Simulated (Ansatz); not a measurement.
Molecule: SiH3, charge 0, multiplicity 2. SMILES: [SiH3]
Structure (B3LYP-D3(BJ)/def2-TZVP (Ansatz, an electronic-structure program) minimum search):
```xyz
4

Si    -0.0021     0.0010     0.0803
H      0.0008     1.4066    -0.3921
H      1.2360    -0.7020    -0.3341
H     -1.2075    -0.7183    -0.3975
```
Charge 0, spin multiplicity 2.

Wanted: vertical electron affinity (to the singlet state of charge -1; a negative value means that the extra electron is unbound and the number depends on the basis; each state is the SCF solution reached for its spin; the molecule has degenerate orbitals, so one determinant may break the symmetry), in eV. Cores are frozen in the correlated levels unless marked. Open shells are spin-unrestricted. No spin-orbit coupling. No relativistic terms. Anions need diffuse functions: def2-D sets add few. CBS marks a two-point X^-3 extrapolation of the correlation energy; Hartree-Fock from the larger set.

```json
[
 {"level": "PBE/def2-TZVPD", "program": "Ansatz", "vertical electron affinity (eV)": "?"},
 {"level": "CCSD(T)/CBS(def2-TZVPPD,def2-QZVPPD)", "program": "Ansatz", "vertical electron affinity (eV)": "?"}
]
```

Task: Fill in the missing entries.

Result: 
- PBE/def2-TZVPD, vertical electron affinity (eV): 0.74
- CCSD(T)/CBS(def2-TZVPPD,def2-QZVPPD), vertical electron affinity (eV): 0.86
